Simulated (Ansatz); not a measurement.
**Iridium, fcc: revPBE0 at the revPBE geometry**

Aim: see what exact exchange does to the levels, and what it costs. Spin polarisation is left out. The geometry was relaxed under revPBE beforehand and is kept. Exact exchange is dear, so the k-mesh is coarse, and revPBE is run on the same mesh for comparison.

Method: DFT, plane waves (420 eV) with PBE-made PAW files, scalar-relativistic; functionals as named at each step, in Ansatz 0.2.0.

**1. The structure to begin with**

Symmetry: Fm-3m, No. 225, cubic system. Conventional cell: a = 3.883 Å, b = 3.883 Å, c = 3.883 Å, α = 90.00°, β = 90.00°, γ = 90.00°. Around Ir (site symmetry m-3m) lie 12 Ir at 2.75 Å.

Structure file:

```
Ir
1.0
     0.00000    1.94171    1.94171
     1.94171    0.00000    1.94171
     1.94171    1.94171    0.00000
Ir
1
Cartesian
  0.0000 0.0000 0.0000
```

**2. revPBE, coarse mesh**

The run with revPBE.

File input.yaml:

```yaml
crystal:
  lattice:
    - [0.0, 1.9417054382, 1.9417054382]
    - [1.9417054382, 0.0, 1.9417054382]
    - [1.9417054382, 1.9417054382, 0.0]
  atoms:
    - { symbol: Ir, position: [0.0, 0.0, 0.0] }
hamiltonian:
  xc: revpbe
  pseudopotentials:
    kind: paw
    azcp:
      Ir: "pseudopotentials/Ir.paw.azcp"
basis:
  ecutwfc: 420
  fft_grid_basis: typed
kpoints:
  mp_grid: { grid: [7, 7, 7], shift: [0, 0, 0] }
magnetization:
  spin_polarized: false
scf:
  occupations: { method: fermi_dirac, width: 0.1 }
```

The log of the run, shortened:

```text
Warning: RAYON_NUM_THREADS=4 ignored (pool sized by the plan → 4); use --threads N
[...]
Pseudopotentials: kind: paw
Pseudopotential: Ir, paw, valence charge 17, recommended cutoff 420 eV (normal), <dir>
Functional definition: revPBE
[...]
Crystal: 1 atoms, lattice volume = 14.641 Å³
Basis set: ecut = 420 eV, 283 PW (Γ)
Bands: 13, of which v1, the nominal top of the filled ones, is band 9 counted from 1 (8 counted from 0)
Symmetry: 48 space group operations
Space group: Fm-3m (ITA 225), of the structure as read, at distance tolerance 2.4e-5 Å
k-points: 20 of 343
[...]
SCF iter   1: F=—  HF=-11944.962025 eV  |F-HF|=—  |Δ(HF+E_count)|=         —  Δρ=6.41e-3  dr2=1.43e-3  ethr=1.77e-3  ⟨swp⟩=5.0  Hψ=1303  notcnv=0
[...]
SCF iter   6: F=-11944.962843 eV  HF=-11944.962843 eV  |F-HF|=6.88e-10  |Δ(HF+E_count)|=  7.29e-10  Δρ=4.09e-6  dr2=1.41e-9  ethr=5.61e-11  ⟨swp⟩=1.0  Hψ=610  notcnv=0
[...]
SCF converged after 6 iterations
Free energy (F): -11944.962843 eV
[...]
E sigma→0 (E₀):  -11944.952986 eV
Entropy (-TS):   -0.019713 eV (-19.713 meV/atom)
Fermi energy:    24.870461 eV
[...]
```

Run time: 0.36 s. Hardware: 4 threads of an x86-64 CPU, shared host; peak memory 0.37 GiB.

**3. revPBE0, coarse mesh**

The run with revPBE0.

input.yaml, as its differences from that of step 2:

```diff
@@ -8,3 +8,3 @@
 hamiltonian:
-  xc: revpbe
+  xc: revpbe0
   pseudopotentials:
```

The log of the run, shortened:

```text
Warning: RAYON_NUM_THREADS=4 ignored (pool sized by the plan → 4); use --threads N
[...]
[... 2 set-up lines as earlier in the session ...]
Functional definition: revPBE0
[...]
Crystal: 1 atoms, lattice volume = 14.641 Å³
Basis set: ecut = 420 eV, 283 PW (Γ)
Bands: 13, of which v1, the nominal top of the filled ones, is band 9 counted from 1 (8 counted from 0)
[... 2 set-up lines as earlier in the session ...]
k-points: 20 of 343
[...]
SCF iter   1: F=—  HF=-11944.961043 eV  |F-HF|=—  |Δ(HF+E_count)|=         —  Δρ=7.43e-3  dr2=2.64e-3  ethr=1.77e-3  ⟨swp⟩=6.5  Hψ=1071  notcnv=0
[...]
Frozen-core exchange: fock
[...]
hybrid outer 1: dexx = +6.882e-3 eV, tail = 4.06e-3 eV
Frozen-core exchange: fock
[...]
SCF 3 stopped early in 3 iterations: F = -11941.422434 eV  dr2 = 5.03e-5
[...]
hybrid outer 3: dexx = +1.646e-5 eV, tail = 1.26e-7 eV, Δε = 1.04e-2 eV (about 5.68e-4 eV left of the loop's levels)
hybrid SCF converged: 3 outer / 13 inner (+6 warm-up), last move |dexx| = 1.65e-5 eV, tail = 1.26e-7 eV
Stability not checked: this state was not tested for a lower state beside it, because the functional holds exact exchange (a hybrid, or Hartree-Fock), whose exchange loop this test does not read (fock_operator; see scf.lower_state_search)
Free energy (F): -11941.422536 eV
Frozen-core exchange: fock
[...]
E sigma→0 (E₀):  -11941.419848 eV
Entropy (-TS):   -0.005376 eV (-5.376 meV/atom)
Fermi energy:    24.192506 eV
[...]
--- Band table (eV; the first three rows and the last of 20) ---
  k-point 0: bands = ["-73.0986", "-28.1905", "-28.1905", "-28.1905", "12.1793", "19.7124", "19.7124", "19.7124", "22.2201", "22.2201", "39.4407"]
[...]
  guard bands above this table: 2 of the run's 13 bands. The solve was not asked for them (output.publish_guard_bands: true or output.eigenvalues: true publishes all)
```

Run time: 5.2 s. Hardware: 4 threads of an x86-64 CPU, shared host; peak memory 0.76 GiB.

**4. Side by side**

```tsv
functional	gap on the mesh	Fermi energy (eV)	SCF cycles	exchange loops	CPU time
revPBE	none (levels filled in part)	24.870	6	-	0.49 s
revPBE0	none (levels filled in part)	24.193	19	3	14 s
```

**5. Results**

| quantity | value |
| --- | --- |
| revPBE: gap | none (levels filled in part) |
| revPBE0: gap | none (levels filled in part) |
| revPBE0: SCF cycles, exchange loops | 19, 3 |
| revPBE0: CPU time over that of revPBE | 29 |

In words: Neither revPBE nor revPBE0 shows a clean gap on this mesh. The hybrid took 29 times as much CPU time as revPBE on the same settings. The exchange operator of revPBE0 was renewed in 3 outer loops. The cell taken over is 3 % larger than the measured one (14.15 Å³/atom, COD). The total energies in the logs cannot be compared from one functional to another.
